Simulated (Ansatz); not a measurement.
Input file:

```yaml
crystal:
  periodic: [false, false, false]
  atoms:
    - {symbol: Y, position_ang: [0.000000, 0.000000, 0.000000]}
    - {symbol: Si, position_ang: [0.000000, 0.000000, 2.663000]}
basis:
  gaussian: {orbitals: def2-SVP}
magnetization: {spin_polarized: true, initial_magnetization: 1}
correlation: {method: ccsdt_q, electrons: outside_noble_gas}
```

```sh
$ ansatz run in.yaml --threads 1 --pin off --events-out ev --progress --plain --max-ram 2393MiB
```

Output:

```
786 factors; integrals over basis functions are off by at most 1.3e-7 eV
mean field evaluation 1: about -8883.9532 eV, gradient 1.3e1 eV
mean field evaluation 2: about -8883.9856 eV, gradient 1.3e1 eV
mean field evaluation 4: about -8886.1501 eV, gradient 1.2e0 eV
mean field evaluation 8: about -8886.1542 eV, gradient 5.4e-1 eV
mean field evaluation 16: about -8887.5164 eV, gradient 1.4e-1 eV
mean field evaluation 32: about -8870.9724 eV, gradient 7.4e1 eV
mean field evaluation 64: about -8887.2695 eV, gradient 2.3e-6 eV
mean field evaluation 96: about -8887.0350 eV, gradient 1.9e-3 eV
mean field evaluation 128: about -8887.2893 eV, gradient 3.0e-1 eV
mean field evaluation 160: about -8887.3115 eV, gradient 2.4e-2 eV
...
cycle  37  -3.67919932 eV  change    9.2e-7 eV  update   2.0e-6
cycle  38  -3.67919704 eV  change    2.3e-6 eV  update   1.6e-6
cycle  39  -3.67919491 eV  change    2.1e-6 eV  update   1.3e-6
cycle  40  -3.67919287 eV  change    2.0e-6 eV  update   1.1e-6
cycle  41  -3.67919121 eV  change    1.7e-6 eV  update   8.3e-7
cycle  42  -3.67918973 eV  change    1.5e-6 eV  update   7.0e-7
cycle  43  -3.67918951 eV  change    2.3e-7 eV  update   6.1e-7
cycle  44  -3.67918930 eV  change    2.1e-7 eV  update   5.3e-7
cycle  45  -3.67918913 eV  change    1.7e-7 eV  update   4.5e-7
cycle  46  -3.67918919 eV  change   -5.8e-8 eV  update   3.6e-7
perturbative correction -0.13571952 eV, -0.0049876005 hartree
WARN: the results are in doubt because among natural orbitals the method converges to other amplitudes
Total energy: -8891.12652625 eV, -326.7428732176 hartree
In doubt: among natural orbitals the method converges to other amplitudes
```

Ran on 1 thread of AMD EPYC 9R45, shared host: 25 s wall, 0.26 GiB peak host memory.
